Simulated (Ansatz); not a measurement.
**AlBH4: functionals against CCSD(T) at one geometry**

One table from this session's results is given with a row withheld; the runs are named, their logs left out.

Computed with Ansatz 0.2.0, Gaussian basis. Level: single points in def2-TZVPP.

Cores are frozen in the correlated methods.

## The starting structure

SMILES `[BH2][AlH2]`, 6 atoms, charge 0, spin multiplicity 1.

Atoms are counted from 1 here; the program's logs count them from 0.

Bond lengths: B1–Al2 2.074 Å, B1–H3 1.147 Å, B1–H4 1.187 Å, Al2–H5 1.590 Å, Al2–H6 1.569 Å. Angles: Al2–B1–H3 123.9°, Al2–B1–H4 122.3°, H3–B1–H4 113.8°, B1–Al2–H5 125.3°, B1–Al2–H6 125.2°, H5–Al2–H6 109.5°.

As a file:

```mol
AlBH4
  3D, bonds by distance, orders not assigned

  6  5  0  0  0  0  0  0  0  0999 V2000
   -0.0569   -1.1207    0.0473 B   0  0
    0.0287    0.9500   -0.0307 Al  0  0
   -0.8520   -1.7072    0.6302 H   0  0
    0.7287   -1.8099   -0.5165 H   0  0
    1.1128    1.7951   -0.8306 H   0  0
   -0.9737    1.9237    0.6824 H   0  0
  1  2  8  0
  1  3  8  0
  1  4  8  0
  2  5  8  0
  2  6  8  0
M  END
```

The first run:

run/in.yaml reads:

```yaml
crystal:
  periodic: [false, false, false]
  atoms:
    - {symbol: B, position_ang: [-0.056900, -1.120700, 0.047300]}
    - {symbol: Al, position_ang: [0.028700, 0.950000, -0.030700]}
    - {symbol: H, position_ang: [-0.852000, -1.707200, 0.630200]}
    - {symbol: H, position_ang: [0.728700, -1.809900, -0.516500]}
    - {symbol: H, position_ang: [1.112800, 1.795100, -0.830600]}
    - {symbol: H, position_ang: [-0.973700, 1.923700, 0.682400]}
basis:
  gaussian: {orbitals: def2-TZVPP}
correlation: {method: ccsd_t}
output: {forces: true}
```

No record of the launch command was kept for these runs.

Steps of the session up to this table: CCSD(T)/def2-TZVPP; PBE0-D4/def2-TZVPP; wB97M-V/def2-TZVPP; r2SCAN-D4/def2-TZVPP; PBE-D4/def2-TZVPP; revPBE-D4/def2-TZVPP; HSE06-D4/def2-TZVPP.

One of the session's tables, all rows but one given; the rest of the session is left out.

```
   method  RMS force component (eV/Å)  angle to CCSD(T) forces (°)  dipole (D)
  CCSD(T)                       0.495                    reference        1.00
  PBE0-D4                       0.481                          4.9        1.05
  wB97M-V                       0.452                          5.3        1.03
r2SCAN-D4                       0.478                          3.2        1.07
   PBE-D4                       0.501                         11.9        1.05
revPBE-D4                           ?                            ?           ?
 HSE06-D4                       0.482                          4.9        1.05
```

Estimate the missing values for revPBE-D4.

**Answer.** RMS force component (eV/Å): 0.518; angle to CCSD(T) forces (°): 12.0; dipole (D): 1.05. In the column «RMS force component (eV/Å)» it is the highest.
